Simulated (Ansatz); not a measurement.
## CH$_{4}$⁺, doublet: reading a ladder of total energies

Geometry: a PBE0/def2-TZVP stationary point for this spin, not checked as a minimum.

```xyz
5

C     0.0000    0.0000    0.0000
H     0.3646    0.7500    0.7480
H    -0.3742   -0.7450    0.7482
H    -0.3622    0.7462   -0.7529
H     0.3718   -0.7512   -0.7433
```

Basis 6-31G; Ansatz 0.2.0. Correlated methods freeze the noble-gas cores, which leaves 7 electrons in 16 orbitals. Prefix R: restricted or restricted open-shell reference; prefix U: unrestricted.

Full CI is exact within this basis and frozen core; it isn't the basis-set limit. The frozen core follows each run's orbitals, which can shift R against U totals by a few meV.

UCCSD has a T1 diagnostic of 0.006 and a largest doubles amplitude of 0.04.

Runs differ by some tens of microhartree through their thresholds and, for an open shell, their frozen cores, so the step to full CI, which has another core, is uncertain by up to 0.1 kcal/mol.

```tsv
level	total energy (hartree)
UHF	-39.735928
UMP2	-39.817921
UCCSD	-39.837550
UCCSD(T)	-39.839001
UCCSDT	-39.839356
UCCSDT(Q)	-39.839451
UCCSDTQ	-39.839458
full CI	-39.839457
```

Question: What is the correlation energy at full CI, and what share of it do UMP2 and UCCSDT recover?

Answer: E(corr) = -39.839457 − (-39.735928) = -0.103529 hartree = -2.817 eV. UMP2: -0.081993 / -0.103529 = 79.20 %. UCCSDT: -0.103428 / -0.103529 = 99.90 %.

Question: By how many kcal/mol does UCCSD(T) miss full CI (1 hartree = 627.509 kcal/mol), and which steps make up the rest?

Answer: -39.839001 − (-39.839457) = 0.000456 hartree = 0.29 kcal/mol. Steps: UCCSDT − UCCSD(T) = -0.22, UCCSDT(Q) − UCCSDT = -0.06, UCCSDTQ − UCCSDT(Q) = 0.00, full CI − UCCSDTQ = 0.00 kcal/mol. That is within 1 kcal/mol of the reference in this basis, which itself misses far more of the correlation at the basis-set limit.
